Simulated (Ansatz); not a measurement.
The cluster Si3H2⁻ (the lowest doublet isomer of a short search) was relaxed with B3LYP-D4 (def2-TZVPD) in Ansatz in these states: charge -1 doublet, charge -1 quartet. The geometries follow in no particular order.

A:

```xyz
5

Si   -0.603    0.777   -0.371
Si    0.358    0.853    1.637
Si   -0.112   -1.241    0.455
H     1.087   -2.008   -0.106
H    -0.729    1.620   -1.614
```

B:

```xyz
5

Si   -0.416   -0.327    1.261
Si   -1.011   -1.406   -0.726
Si   -0.560    0.883   -0.881
H     0.901    1.202   -1.210
H     1.086   -0.351    1.555
```

Q: Judge from the bond lengths which geometry belongs to which state (an estimate).

A: A is the charge -1 doublet (Si1–Si3 2.235 Å, Si2–Si3 2.450 Å, Si1–Si2 2.228 Å); B is the charge -1 quartet (Si1–Si3 2.464 Å, Si2–Si3 2.338 Å, Si1–Si2 2.338 Å).

At B3LYP-D4/def2-TZVPD the highest occupied level of the charge -1 quartet lies above zero (up to 0.00 eV). It is a level of α spin, whose loss leaves a triplet; that state wasn't run at this geometry and level. The electron is either unbound and held by the finite basis, or the level is raised by self-interaction error. At PBE0-D4/def2-TZVPD a doublet lies 0.76 eV below the charge -1 quartet. These are the stationary points nearest to one start from a short search; other shapes may lie lower in each state.
